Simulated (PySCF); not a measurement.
## Which basis set comes closest?

Molecule: aluminum trihydride (SMILES [AlH3]).

Atom-mapped SMILES (the numbers label the heavy atoms): `[AlH3:1]`. Each H is labelled by its parent atom.

Geometry PBE0-D3(BJ)/def2-SVP throughout; GIAO in PySCF, gas phase, one conformer, non-relativistic; equivalent atoms averaged; functional PBE0.

Reference values (CCSD(T)/CBS (aug-cc-pCVXZ fit); gas (isolated, no vibration); Rzepiela, Kaminsky, Buczek, Broda, Kupka, Molecules 2022, 27, 8230): σ(Al1) = 307.8 ppm.

How do the basis sets STO-3G, 6-31G, pcSseg-0, 6-31G*, def2-SVP, cc-pVDZ, pcSseg-1, 6-311+G(2d,p), aug-cc-pVDZ, def2-TZVP, IGLO-III, cc-pVTZ, pcSseg-2, pcSseg-3 perform against the reference? Times are CPU seconds on shared hosts with different chips, so compare them loosely.

Answers


```tsv
basis set	functions	Al1	abs. error Al	core-s
STO-3G	12	296.9	10.9	0.46
6-31G	19	333.0	25.2	0.55
pcSseg-0	19	222.9	84.9	0.91
6-31G*	24	336.1	28.3	0.6
def2-SVP	33	311.5	3.7	0.65
cc-pVDZ	33	345.3	37.5	1.1
pcSseg-1	39	277.7	30.1	1.5
6-311+G(2d,p)	53	280.8	27.0	1.2
aug-cc-pVDZ	54	356.2	48.4	1.5
def2-TZVP	55	280.2	27.6	1.3
IGLO-III	74	281.3	26.5	2.3
cc-pVTZ	76	289.4	18.4	2.6
pcSseg-2	85	278.7	29.1	1
pcSseg-3	175	277.9	29.9	7.7
```

For 27Al the closest is def2-SVP (3.7 ppm) and the furthest pcSseg-0 (84.9 ppm). Where a smaller basis beats a larger one, errors probably cancel; the largest sets show where the functional converges. One molecule is a small sample, and the reference may use another geometry.

A small basis that lands close on one nucleus may do so by chance; judge by the trend and by all nuclei.
